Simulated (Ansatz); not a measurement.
# AlBH4S: how energies converge with the basis set

The task here is to estimate one member of a computed series from the others.

Method: one geometry, several basis sets; program: Ansatz 0.2.0, Gaussian basis.

Levels to be run: PBE0-D4/def2-SVP; ωB97M-V/def2-SVP; PBE0-D4/def2-QZVPP; ωB97M-V/def2-QZVPP; the functionals' def2-TZVPP values are taken from earlier runs.

## The geometry

The geometry comes from an earlier relaxation with PBE0-D4 in a triple-zeta def2 set; it is a stationary point, not always the lowest conformer.

SMILES `B[S][AlH2]`, 7 atoms, charge 0, spin multiplicity 1.

Atoms are counted from 1 here; the program's logs count them from 0.

Bond lengths: B1–S2 1.787 Å, B1–H4 1.194 Å, B1–H5 1.193 Å, S2–Al3 2.205 Å, Al3–H6 1.578 Å, Al3–H7 1.581 Å. Angles: S2–B1–H4 121.5°, S2–B1–H5 117.2°, H4–B1–H5 121.3°, B1–S2–Al3 99.5°, S2–Al3–H6 119.3°, S2–Al3–H7 116.4°, H6–Al3–H7 124.3°.

The first run:

Input file in.yaml:

```yaml
crystal:
  periodic: [false, false, false]
  atoms:
    - {symbol: B, position_ang: [-1.424116, 0.265100, -0.512658]}
    - {symbol: S, position_ang: [-0.039856, 1.333734, -0.145957]}
    - {symbol: Al, position_ang: [1.430555, -0.182695, 0.486692]}
    - {symbol: H, position_ang: [-1.350297, -0.919122, -0.379970]}
    - {symbol: H, position_ang: [-2.427033, 0.785191, -0.896431]}
    - {symbol: H, position_ang: [1.018320, -1.705542, 0.487813]}
    - {symbol: H, position_ang: [2.853627, 0.355333, 0.915012]}
basis:
  gaussian: {orbitals: def2-SVP}
hamiltonian: {xc: pbe0, dispersion: d4}
output: {orbitals: {seedname: orbitals}}
```

On the command line:

```console
ansatz run in.yaml --threads 2 --pin off --events-out ev --progress --plain --max-ram 4352MiB
```

Among the steps run: PBE0-D4 in def2-SVP; ωB97M-V in def2-SVP; PBE0-D4 in def2-QZVPP; ωB97M-V in def2-QZVPP.

One table of the session follows, with a row left open; its other results are not shown here.

It belongs to the step «Functionals by basis». 

```
functional       basis  HOMO (eV)  LUMO (eV)
   PBE0-D4    def2-SVP      -8.18      -1.87
   PBE0-D4  def2-TZVPP      -8.19      -1.89
   PBE0-D4  def2-QZVPP      -8.20      -1.90
   ωB97M-V    def2-SVP     -10.25      -0.08
   ωB97M-V  def2-TZVPP     -10.32      -0.16
   ωB97M-V  def2-QZVPP          ?          ?
```

Estimate the missing values for ωB97M-V, def2-QZVPP.

**Answer.** HOMO (eV): -10.33; LUMO (eV): -0.26. In the column «HOMO (eV)» it is the lowest.
